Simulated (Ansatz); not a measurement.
Basis sets compared for AlH2(vinyl) (C₂H₅Al). The state is a singlet with charge 0. Geometry PBE0-D4/def2-TZVP. Ansatz on 4 threads of Arm Neoverse V1 on a shared host; times are rough, and most runs start from earlier orbitals.

Cartesian coordinates in Å:
```
Al 0.6584 0.2967 -1.2944
H 2.1006 0.2903 -1.9584
H -0.6224 0.7508 -2.1172
C 0.3693 -0.2374 0.5459
C -0.8637 -0.1888 1.0599
H 1.1644 -0.5793 1.2087
H -1.7171 0.1367 0.4678
H -1.0897 -0.4689 2.0877
```

Binding counts from free atoms (Al doublet, H doublet, C triplet) in the same basis, without a counterpoise term.

| level | functions | energy (Eh) | HOMO (eV) | LUMO (eV) | binding per atom (eV) | wall time |
| --- | --- | --- | --- | --- | --- | --- |
| PBE-D4/def2-SVP | 71 | -321.2118 | -6.75 | -2.43 | 3.66 | 0.5 s |
| PBE-D4/def2-TZVP | 129 | -321.3861 | -6.80 | -2.49 | 3.63 | 0.81 s |
| r2SCAN-D4/def2-TZVP | 129 | -321.5564 | -7.07 | -2.22 | 3.61 | 1.8 s |
| PBE0-D4/def2-SVP | 71 | -321.2513 | -8.07 | -1.62 | 3.62 | 0.5 s |
| PBE0-D4/def2-TZVP (with forces) | 129 | -321.4218 | -8.09 | -1.66 | 3.60 | 1.5 s |

Task: Estimate the rows for PBE-D4/def2-TZVPD, r2SCAN-D4/def2-TZVPD, PBE0-D4/def2-TZVPD.

Result: 
| level | functions | energy (Eh) | HOMO (eV) | LUMO (eV) | binding per atom (eV) | wall time |
| --- | --- | --- | --- | --- | --- | --- |
| PBE-D4/def2-TZVPD | 162 | -321.3866 | -6.81 | -2.51 | 3.64 | 1.1 s |
| r2SCAN-D4/def2-TZVPD | 162 | -321.5567 | -7.07 | -2.23 | 3.61 | 2.4 s |
| PBE0-D4/def2-TZVPD | 162 | -321.4222 | -8.10 | -1.67 | 3.60 | 1.4 s |
